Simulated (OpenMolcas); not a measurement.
# BH3O (BH2(OH)), step by step

Wanted: a single-point energy (UHF/STO-3G), then a single-point energy (CASSCF(2,2)/STO-3G), then a single-point energy (CASPT2(2,2)/STO-3G), then a single-point energy (SC-NEVPT2(2,2)/STO-3G), then a single-point energy (MRCI(2,2)/STO-3G) of BH3O (BH2(OH)). 

The results are computed with OpenMolcas 26.06.

### Step 1. The system as given

BH3O has 5 atoms, charge 0, and is taken as a singlet. As SMILES, `[H]B([H])O`. The O4–H5 distance was set to 1.917 Å, away from the relaxed value. At this shape a bond of the SMILES string is far longer than usual.

Bond lengths: B1–O4 1.325 Å, B1–H2 1.172 Å, B1–H3 1.182 Å. Angles: H2–B1–O4 115.8°, H3–B1–O4 122.8°, H2–B1–H3 121.4°.

### Step 2. A single-point energy at UHF/STO-3G (run 1)

The input, step1.input:

```
* BH3O Hartree-Fock

&GATEWAY
  BASLIB
  $CurrDir
  COORD
  5
  bohr
  B      2.25578119     0.77281295    -0.65066861
  H      4.39604721     0.93827737    -1.19322788
  H      0.92564077     2.56593627    -0.59813422
  O      1.44246197    -1.53488280    -0.11589501
  H     -2.04506161    -1.93730943     0.77539242
  BASIS
  STO-3G
  GROUP
  NoSym

&SEWARD

&SCF
  UHF
  SCRAMBLE
  0.25
  PRORBITALS
  1 1
```

The basis set STO-3G is read from a file made from the Basis Set Exchange's data (not shown).

The run is started by

```
$ export MOLCAS_MEM=1860
$ pymolcas step1.input > step1.log
```

The log of the run, shortened:

```text
--- Start Module: gateway ---
[...]
--- Stop Module: gateway /rc=_RC_ALL_IS_WELL_ ---
--- Start Module: seward ---
[...]
      Basis functions           13
--- Stop Module: seward /rc=_RC_ALL_IS_WELL_ ---
--- Start Module: scf ---
[...]
       Convergence after  20 Iterations
[...]
::    Total SCF energy                                -99.8592827298
[...]
      Total spin, S                                     0.5955590109
[...]
      Total electronic charge=   16.000000
      Total            charge=   -0.000000
[...]
      Dipole Moment (debye):
      Origin of the operator (angstrom)=    0.9025   -0.2549   -0.1770
                   X= -4.6342E-02               Y=  2.8142E-01               Z= -2.7131E-02           Total=  2.8649E-01
      Quadrupole Moment (debye*angstrom):
[...]
--- Stop Module: scf /rc=_RC_ALL_IS_WELL_ ---
[...]
```

Wall time 1.6 s (1 thread of Arm Neoverse V2, shared host); peak memory 0.36 GiB.

### Step 3. The energy at CASSCF(2,2)/STO-3G (run 2)

The input, step2.inp:

```
* BH3O CASSCF
>>> EXPORT MOLCAS_PRINT=2
&GATEWAY
BASLIB
$CurrDir
COORD
5
bohr
B      2.25578119     0.77281295    -0.65066861
H      4.39604721     0.93827737    -1.19322788
H      0.92564077     2.56593627    -0.59813422
O      1.44246197    -1.53488280    -0.11589501
H     -2.04506161    -1.93730943     0.77539242
BASIS
STO-3G
GROUP
NoSym
&SEWARD
&RASSCF
FILEORB
$CurrDir/step1.UnaOrb
SPIN
1
NACTEL
2 0 0
INACTIVE
7
RAS2
2
ORBLISTING
Nothing
```

The basis set STO-3G is read from a file made from the Basis Set Exchange's data (not shown).

The run is started by

```
$ export MOLCAS_MEM=1860
$ pymolcas step2.inp > step2.log
```

The log of the run, shortened:

```text
--- Start Module: gateway ---
[...]
--- Stop Module: gateway /rc=_RC_ALL_IS_WELL_ ---
--- Start Module: seward ---
[...]
      Basis functions           13
--- Stop Module: seward /rc=_RC_ALL_IS_WELL_ ---
--- Start Module: rasscf ---
[...]
      Number of active orbitals                  2
[...]
      Spin quantum number                      0.0
[...]
      Active orbitals                            2
[...]
      Number of CSFs                             3
[...]
      Number of root(s) required                 1
[...]
      Convergence after 11 iterations
[...]
      printout of CI-coefficients larger than  0.05 for root  1
      energy=     -99.871158
      conf/sym  11     Coeff  Weight
             1  20  -0.85800 0.73617
             3  02   0.51365 0.26383
      Natural orbitals and occupation numbers for root  1
      sym 1:   1.472335   0.527665
      ************************************************************************************************************************
      *                                                    Final results                                                     *
[...]
::    RASSCF root number  1 Total energy:    -99.87115804
[...]
      Total electronic charge=   16.000000
      Total            charge=   -0.000000
[...]
      Dipole Moment (debye):
      Origin of the operator (angstrom)=    0.9025   -0.2549   -0.1770
                   X= -1.8763E-01               Y=  2.7879E-01               Z=  7.0923E-03           Total=  3.3612E-01
      Quadrupole Moment (debye*angstrom):
[...]
--- Stop Module: rasscf /rc=_RC_ALL_IS_WELL_ ---
[...]
```

Run time: 1.6 s. Hardware: 1 thread of Arm Neoverse V2, shared host; peak memory 0.37 GiB.

### Step 4. The energy at CASPT2(2,2)/STO-3G (run 3)

The input, step3.inp:

```
&GATEWAY
BasLib=$CurrDir
Coord
5
bohr
B      2.25578119     0.77281295    -0.65066861
H      4.39604721     0.93827737    -1.19322788
H      0.92564077     2.56593627    -0.59813422
O      1.44246197    -1.53488280    -0.11589501
H     -2.04506161    -1.93730943     0.77539242
Basis=STO-3G
Group=NoSym
&SEWARD
&RASSCF
FileOrb=$CurrDir/step2.RasOrb
Spin=1
Nactel=2 0 0
Inactive=7
Ras2=2
OrbListing=Nothing
&CASPT2
Imaginary=0.1
Frozen=2
```

The basis set STO-3G is read from a file made from the Basis Set Exchange's data (not shown).

The run is started by

```
$ export MOLCAS_MEM=1860
$ pymolcas step3.inp > step3.log
```

The log of the run, shortened:

```text
--- Start Module: gateway ---
[...]
--- Stop Module: gateway /rc=_RC_ALL_IS_WELL_ ---
[...]
      Basis functions           13
[...]
--- Start Module: rasscf ---
[...]
      Number of active orbitals                  2
[...]
      Spin quantum number                      0.0
[...]
      Active orbitals                            2
[...]
      Number of CSFs                             3
[...]
      Number of root(s) required                 1
[...]
      Convergence after  4 iterations
[...]
      printout of CI-coefficients larger than  0.05 for root  1
      energy=     -99.871158
      conf/sym  11     Coeff  Weight
             1  20  -0.85800 0.73617
             3  02   0.51365 0.26383
      Natural orbitals and occupation numbers for root  1
      sym 1:   1.472334   0.527666
      ************************************************************************************************************************
      *                                                    Final results                                                     *
[...]
::    RASSCF root number  1 Total energy:    -99.87115804
[...]
      Total electronic charge=   16.000000
      Total            charge=   -0.000000
[...]
      Dipole Moment (debye):
      Origin of the operator (angstrom)=    0.9025   -0.2549   -0.1770
                   X= -1.8762E-01               Y=  2.7880E-01               Z=  7.0923E-03           Total=  3.3612E-01
      Quadrupole Moment (debye*angstrom):
[...]
--- Stop Module: rasscf /rc=_RC_ALL_IS_WELL_ ---
--- Start Module: caspt2 ---
[...]
 ###    WARNING: User changed nr of frozen orbitals.                         ###
 ###############################################################################
[...]
      E2 (Variational):          -0.0678385211
      Total energy:             -99.9389965582
[...]
      Reference weight:           0.96925
[...]
::    CASPT2 Root  1     Total energy:    -99.93899656
[...]
--- Stop Module: caspt2 /rc=_RC_ALL_IS_WELL_ ---
[...]
```

Run time: 1.6 s. Hardware: 1 thread of Arm Neoverse V2, shared host; peak memory 0.37 GiB.

### Step 5. The energy at SC-NEVPT2(2,2)/STO-3G (run 4)

The input, step4.input:

```
* BH3O NEVPT2

&gateway
  baslib=$CurrDir
  coord
  5
  bohr
  B      2.25578119     0.77281295    -0.65066861
  H      4.39604721     0.93827737    -1.19322788
  H      0.92564077     2.56593627    -0.59813422
  O      1.44246197    -1.53488280    -0.11589501
  H     -2.04506161    -1.93730943     0.77539242
  basis=STO-3G
  group=NoSym

&seward

&rasscf
  fileorb=$CurrDir/step2.RasOrb
  spin=1
  nactel=2 0 0
  inactive=7
  ras2=2
  orblisting=Nothing

&caspt2
  sc-nevpt2
  frozen=2
```

The basis set STO-3G is read from a file made from the Basis Set Exchange's data (not shown).

The run is started by

```
$ export MOLCAS_MEM=1860
$ pymolcas step4.input > step4.log
```

The log of the run, shortened:

```text
--- Start Module: gateway ---
[...]
--- Stop Module: gateway /rc=_RC_ALL_IS_WELL_ ---
[...]
      Basis functions           13
[...]
--- Start Module: rasscf ---
[...]
      Number of active orbitals                  2
[...]
      Spin quantum number                      0.0
[...]
      Active orbitals                            2
[...]
      Number of CSFs                             3
[...]
      Number of root(s) required                 1
[...]
      Convergence after  4 iterations
[...]
      printout of CI-coefficients larger than  0.05 for root  1
      energy=     -99.871158
      conf/sym  11     Coeff  Weight
             1  20  -0.85800 0.73617
             3  02   0.51365 0.26383
      Natural orbitals and occupation numbers for root  1
      sym 1:   1.472334   0.527666
      ************************************************************************************************************************
      *                                                    Final results                                                     *
[...]
::    RASSCF root number  1 Total energy:    -99.87115804
[...]
      Total electronic charge=   16.000000
      Total            charge=   -0.000000
[...]
      Dipole Moment (debye):
      Origin of the operator (angstrom)=    0.9025   -0.2549   -0.1770
                   X= -1.8762E-01               Y=  2.7880E-01               Z=  7.0923E-03           Total=  3.3612E-01
      Quadrupole Moment (debye*angstrom):
[...]
--- Stop Module: rasscf /rc=_RC_ALL_IS_WELL_ ---
--- Start Module: caspt2 ---
[...]
 ###    WARNING: User changed nr of frozen orbitals.                         ###
 ###############################################################################
[...]
      E2 (Variational):          -0.0665964714
[...]
      E2 (Variational):          -0.0664796110
      Total energy:             -99.9376376481
[...]
      Reference weight:           0.97059
[...]
::    SC-NEVPT2 Root  1     Total energy:    -99.93763765
[...]
--- Stop Module: caspt2 /rc=_RC_ALL_IS_WELL_ ---
[...]
```

It took 1.7 s on 1 thread of Arm Neoverse V2, shared host; peak memory 0.36 GiB.

### Step 6. A single-point energy at MRCI(2,2)/STO-3G (run 5)

The input, step5.input:

```
&GATEWAY
  BasLib = $CurrDir
  Coord
  5
  bohr
  B      2.25578119     0.77281295    -0.65066861
  H      4.39604721     0.93827737    -1.19322788
  H      0.92564077     2.56593627    -0.59813422
  O      1.44246197    -1.53488280    -0.11589501
  H     -2.04506161    -1.93730943     0.77539242
  Basis = STO-3G
  Group = NoSym

&SEWARD

&RASSCF
  FileOrb = $CurrDir/step2.RasOrb
  Spin = 1
  Nactel = 2 0 0
  Inactive = 7
  Ras2 = 2
  OrbListing = Nothing

&MOTRA
  LumOrb
  Frozen = 2

&GUGA
  Electrons = 12
  Spin = 1
  Inactive = 5
  Active = 2
  CIAll = 1

&MRCI
  SDCI
```

The basis set STO-3G is read from a file made from the Basis Set Exchange's data (not shown).

The run is started by

```
$ export MOLCAS_MEM=1860
$ pymolcas step5.input > step5.log
```

The log of the run, shortened:

```text
--- Start Module: gateway ---
[...]
--- Stop Module: gateway /rc=_RC_ALL_IS_WELL_ ---
[...]
      Basis functions           13
[...]
      Number of active orbitals                  2
[...]
      Spin quantum number                      0.0
[...]
      Active orbitals                            2
[...]
      Number of CSFs                             3
[...]
      Number of root(s) required                 1
[...]
      Convergence after  4 iterations
[...]
      printout of CI-coefficients larger than  0.05 for root  1
      energy=     -99.871158
      conf/sym  11     Coeff  Weight
             1  20  -0.85800 0.73617
             3  02   0.51365 0.26383
      Natural orbitals and occupation numbers for root  1
      sym 1:   1.472334   0.527666
      ************************************************************************************************************************
      *                                                    Final results                                                     *
[...]
::    RASSCF root number  1 Total energy:    -99.87115804
[...]
      Dipole Moment (debye):
      Origin of the operator (angstrom)=    0.9025   -0.2549   -0.1770
                   X= -1.8762E-01               Y=  2.7880E-01               Z=  7.0923E-03           Total=  3.3612E-01
      Quadrupole Moment (debye*angstrom):
[...]
      *** WARNING: Default frozen orbitals is overwritten by user input.
      *** Default values:   2
[...]
--- Start Module: guga ---
[...]
--- Stop Module: guga /rc=_RC_ALL_IS_WELL_ ---
--- Start Module: mrci ---
[...]
       (But an ACPF correction will be computed)
       USE THE DEFAULT ACPF G-VALUE GFAC=  0.16666666666666666
[...]
                      CI ENERGY:   -99.95822526
[...]
                ACPF CORRECTION:    -0.00518516
[...]
      Total electronic charge=   16.000000
      Total            charge=   -0.000000
[...]
     ACPF CORRECTION:     -0.00518516
[...]
  CI State   1     Total energy:    -99.95822526     QDav:     -0.00629720     QACPF:     -0.00518516
[...]
--- Stop Module: mrci /rc=_RC_ALL_IS_WELL_ ---
[...]
```

It took 1.7 s on 1 thread of Arm Neoverse V2, shared host; peak memory 0.37 GiB.

### Step 7. Outcome

| quantity | value |
| --- | --- |
| run 1, UHF/STO-3G: total energy | -99.85928 Eh |
| run 1, UHF/STO-3G: dipole moment | 0.29 D |
| run 1, UHF/STO-3G: HOMO energy | -11.54 eV |
| run 1, UHF/STO-3G: LUMO energy | 7.44 eV |
| run 1, UHF/STO-3G: HOMO–LUMO gap | 18.98 eV |
| run 1, UHF/STO-3G: ⟨S²⟩ | 0.950 |
| run 2, CASSCF(2,2)/STO-3G: total energy | -99.87116 Eh |
| run 2, CASSCF(2,2)/STO-3G: dipole moment (CASSCF density) | 0.34 D |
| run 3, CASPT2(2,2)/STO-3G: total energy | -99.93900 Eh |
| run 3, CASPT2(2,2)/STO-3G: dipole moment (CASSCF density) | 0.34 D |
| run 4, SC-NEVPT2(2,2)/STO-3G: total energy | -99.93764 Eh |
| run 4, SC-NEVPT2(2,2)/STO-3G: dipole moment (CASSCF density) | 0.34 D |
| run 5, MRCI(2,2)/STO-3G: total energy | -99.95823 Eh |
| run 5, MRCI(2,2)/STO-3G: dipole moment (CASSCF density) | 0.34 D |

What this shows: ⟨S²⟩ (run 1, UHF/STO-3G) is 0.95 where a pure singlet has 0.00: the reference is spin-contaminated. Mulliken charges (run 2, CASSCF(2,2)/STO-3G) run from -0.15 on O4 to +0.25 on B1; they depend strongly on the basis. Mulliken charges (run 4, SC-NEVPT2(2,2)/STO-3G) of the CASSCF density run from -0.15 on O4 to +0.25 on B1; they depend strongly on the basis.
